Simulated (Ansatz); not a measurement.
`CN1CN=C1O` → `[CH2]` (triplet) + `OC1=NCN1` at 298.15 K and 1 bar (formal loss of a carbene).

Computed with Ansatz on PBE0-D4/def2-TZVP structures; ΔE is electronic, products minus reactants. CCSD(T)/CBS adds triple-zeta CCSD(T) − MP2 to the extrapolated MP2 energy (def2 sets, frozen cores). This one scheme is used for every species. Triplets are unrestricted, without spin–orbit coupling. One conformer a species, not always the lowest.

```csv
species,CCSD(T)/CBS energy (Eh),H − E (kJ/mol),S (J/(mol·K))
`CN1CN=C1O`,-302.28631,274.5,317.4
`[CH2]` (triplet),-39.09499,55.4,195.3
`OC1=NCN1`,-263.03257,197.4,283.4
```

H − E and S are ideal-gas, rigid-rotor, harmonic terms from PBE0-D4/def2-TZVP, for one conformer and one mirror image of each species, with the whole ground term of open shells counted as degenerate. 1 Eh = 2625.50 kJ/mol, R = 8.31446 J/(mol·K).

Problem. By hand: ΔE, ΔH, ΔS and ΔG.

Solution. ΔE = (-39.09499) + (-263.03257) − (-302.28631) = 0.15875 Eh = 416.8 kJ/mol. Δ(H − E) = 55.4 + 197.4 − 274.5 = -21.7, so ΔH = 395.1 kJ/mol. ΔS = 195.3 + 283.4 − 317.4 = 161.3 J/(mol·K). ΔG = 395.1 − 298.15 × (161.3)/1000 = 347.0 kJ/mol.

Problem. By hand: the equilibrium constant, and the temperature at which ΔG would vanish if ΔH and ΔS stayed fixed.

Solution. log₁₀ K = −ΔG/(RT ln 10) = -60.8. ΔG = 0 at ΔH/ΔS = 2449 K.

The number of gas molecules changes by +1, which sets the sign of ΔS. A doubt of 5 kJ/mol in ΔE shifts log₁₀ K by 0.9 here. Other conformers and mirror images would add mixing entropy, several J/(mol·K) or more a flexible species. A triplet takes part, so the spin changes. These are equilibria of isolated gas molecules and say nothing of rates. Largest T1 diagnostic: 0.013 (customary marks: 0.02 for closed shells, 0.045 for open ones).
